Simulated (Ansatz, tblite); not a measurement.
**B2H6: a ladder of methods and basis sets**

One table from this session's results is given with a row withheld; the runs are named, their logs left out.

Method: as each input shows; program: Ansatz 0.2.0, Gaussian basis.

The runs, in order: GFN1-xTB, GFN2-xTB, PBE-D4/def2-TZVP, r2SCAN-D4/def2-TZVP, BHLYP-D4/def2-TZVP, ωB97X-V/def2-TZVP, CAM-B3LYP-D4/def2-TZVP, HF/def2-TZVP, PBE-QIDH/def2-TZVP, HSE06-D4/def2-TZVP, B3LYP-D4/def2-TZVP, PBE-D4/def2-SVP, PBE0-D4/def2-SVP, PBE0-D4/def2-TZVPD, PBE-D4/def2-TZVPD, r2SCAN-D4/def2-TZVPD, CCSD(T)/def2-TZVPP, MP2/def2-TZVP, RPA/def2-TZVP, CCSD(T)/def2-TZVPD.

**The geometry**

The geometry is that of the singlet, from an earlier relaxation (PBE-D4/def2-TZVP).

8 atoms, charge 0, spin multiplicity 1.

Bond lengths: B1–H2 1.197 Å, B1–H3 1.197 Å, B1–H4 1.321 Å, B1–B5 1.756 Å, B1–H8 1.321 Å, H4–B5 1.321 Å, B5–H6 1.197 Å, B5–H7 1.197 Å, B5–H8 1.321 Å. Angles: H2–B1–H3 121.8°, H2–B1–H4 108.9°, H2–B1–B5 119.1°, H2–B1–H8 108.9°, H3–B1–H4 108.9°, H3–B1–B5 119.1°, H3–B1–H8 108.9°, H4–B1–B5 48.3°, H4–B1–H8 96.6°, B5–B1–H8 48.3°, B1–H4–B5 83.4°, B1–B5–H4 48.3°, B1–B5–H6 119.1°, B1–B5–H7 119.1°, B1–B5–H8 48.3°, H4–B5–H6 108.9°, H4–B5–H7 108.9°, H4–B5–H8 96.6° and more.

Geometry (Å):

```csv
atom,x (Å),y (Å),z (Å)
B1,0.4969,-0.6334,0.3507
H2,1.3395,-1.1526,-0.3225
H3,0.3132,-0.9547,1.4890
H4,0.6537,0.6767,0.2964
B5,-0.4969,0.6334,-0.3507
H6,-1.3395,1.1526,0.3226
H7,-0.3132,0.9547,-1.4890
H8,-0.6536,-0.6767,-0.2965
```

PBE0-D4/def2-TZVP was run before; its log isn't repeated, and its numbers join the tables.

Set-up of the first run:

Tight binding, by tblite at 300 K electronic temperature and without a spin-polarisation term:

```python
tblite.interface.Calculator('GFN1-xTB', numbers, positions, charge=0, uhf=0).singlepoint()
```

Tight binding, by tblite at 300 K electronic temperature and without a spin-polarisation term:

```python
tblite.interface.Calculator('GFN2-xTB', numbers, positions, charge=0, uhf=0).singlepoint()
```

start.molden holds the orbitals of an earlier run on this state, given as this run's starting guess.

The input, in.yaml:

```yaml
crystal:
  periodic: [false, false, false]
  atoms:
    - {symbol: B, position_ang: [0.496898, -0.633407, 0.350706]}
    - {symbol: H, position_ang: [1.339499, -1.152615, -0.322534]}
    - {symbol: H, position_ang: [0.313190, -0.954749, 1.489032]}
    - {symbol: H, position_ang: [0.653675, 0.676684, 0.296367]}
    - {symbol: B, position_ang: [-0.496881, 0.633438, -0.350664]}
    - {symbol: H, position_ang: [-1.339519, 1.152598, 0.322563]}
    - {symbol: H, position_ang: [-0.313221, 0.954747, -1.489013]}
    - {symbol: H, position_ang: [-0.653642, -0.676696, -0.296458]}
basis:
  gaussian: {orbitals: def2-TZVP, initial_orbitals: start.molden}
hamiltonian: {xc: pbe, dispersion: d4}
scf: {omitted_lower_state_checks: [starts]}
output: {orbitals: {seedname: orbitals}}
```

Launch:

```
> ansatz run in.yaml --threads 4 --pin off --events-out ev --progress --plain --max-ram 3916MiB
```

Steps of the session up to this table: PBE-D4/def2-TZVP; r2SCAN-D4/def2-TZVP; BHLYP-D4/def2-TZVP; ωB97X-V/def2-TZVP; CAM-B3LYP-D4/def2-TZVP; HF/def2-TZVP; PBE-QIDH/def2-TZVP; HSE06-D4/def2-TZVP; B3LYP-D4/def2-TZVP; PBE-D4/def2-SVP; PBE0-D4/def2-SVP; PBE0-D4/def2-TZVPD; PBE-D4/def2-TZVPD; r2SCAN-D4/def2-TZVPD; CCSD(T)/def2-TZVPP; MP2/def2-TZVP; RPA/def2-TZVP; CCSD(T)/def2-TZVPD.

One table of the session follows, with a row left open; its other results are not shown here.

It belongs to the step «Levels side by side». 

| level | HOMO (eV) | gap (eV) |
| --- | --- | --- |
| HF/def2-TZVP | -12.77 | 15.34 |
| PBE-D4/def2-SVP | -7.71 | 5.77 |
| PBE-D4/def2-TZVP | -7.81 | 5.81 |
| PBE-D4/def2-TZVPD | -7.81 | 5.81 |
| r2SCAN-D4/def2-TZVP | -8.13 | 6.50 |
| r2SCAN-D4/def2-TZVPD | -8.14 | 6.50 |
| B3LYP-D4/def2-TZVP | -9.05 | 7.89 |
| PBE0-D4/def2-SVP | -9.16 | 8.24 |
| PBE0-D4/def2-TZVP | ? | ? |
| PBE0-D4/def2-TZVPD | -9.21 | 8.23 |
| HSE06-D4/def2-TZVP | -8.80 | 7.45 |
| BHLYP-D4/def2-TZVP | -10.61 | 10.74 |
| CAM-B3LYP-D4/def2-TZVP | -10.70 | 10.86 |
| ωB97X-V/def2-TZVP | -11.72 | 12.97 |

Q: Estimate the row for PBE0-D4/def2-TZVP from the others.

**Answer.** HOMO (eV): -9.21; gap (eV): 8.24.
